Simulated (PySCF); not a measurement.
# CO⁺: one state, many levels of theory

State: ²Σ⁺ (doublet), unpaired electrons σ ↑. Set-up: PySCF, no relativity, basis sets C cc-pVTZ, O cc-pVTZ. De refers to C⁺ + O in their high-spin ground configurations, without counterpoise correction. The functionals are run spin-unrestricted. A positive dipole points towards O; it is taken about the centre of mass and depends on that origin.

```
       Level  Re (Å)  ωe (cm⁻¹)  De (eV)  μ (D)  CPU s a point (SCF and correlation, without the integrals)
        ROHF   1.079       2615     5.41  -3.21                                                        0.16
    ROHF-MP2   1.129       2098     8.91    n/a                                                        0.29
ROHF-SCS-MP2   1.125       2142     8.50    n/a                                                         n/a
   ROHF-CCSD   1.113       2300     7.83    n/a                                                         n/a
ROHF-CCSD(T)   1.123       2191     8.20    n/a                                                         5.9
         PBE   1.123       2200     9.37  -2.55                                                        0.96
      r²SCAN   1.113       2275     8.94  -2.71                                                        0.75
       B3LYP   1.110       2291     8.45  -2.73                                                        0.75
        PBE0   1.107       2331     8.62  -2.75                                                        0.96
       B97-3   1.107       2333     8.52  -2.74                                                        0.55
        MN15   1.108       2351     8.48  -2.86                                                         1.9
       ωB97X   1.108       2337     8.40  -2.75                                                         0.8
```

(1) Which functional lies closest to ROHF-CCSD(T) in De, which farthest, and by how much do they differ from it?

(2) What does a quarter of exact exchange do here, going from PBE to PBE0?

(3) What does the step from GGA to meta-GGA do here, going from PBE to r²SCAN?

Correlated steps freeze 2 core orbitals. For an ion De counts to the pair picked by the measured ionisation energies or electron affinities, which need not be the lowest pair at this level. The state was picked by a PBE0 search and need not be the measured ground state.

The whole job (state search and all levels along the bond) took about 2.5 min on 1 thread of Intel Xeon 6975P-C (shared host), peak memory 1.1 GiB.

Results:

(1) Closest is ωB97X (-1.5 pm in Re, +6.7 % in ωe, +0.20 eV in De against ROHF-CCSD(T) in the same basis), farthest PBE (+0.0 pm in Re, +0.4 % in ωe, +1.17 eV in De). CCSD(T) converges more slowly with the basis than the functionals do and binds too weakly in this one, so the order can change at the basis-set limit.

(2) PBE0 less PBE: -1.6 pm in Re, +6.0 % in ωe, -0.75 eV in De. Exact exchange removes part of the self-interaction that spreads semilocal densities, and in most molecules shortens and stiffens the bond and lowers De; so it does here.

(3) r²SCAN less PBE: -1.0 pm in Re, +3.4 % in ωe, -0.43 eV in De.
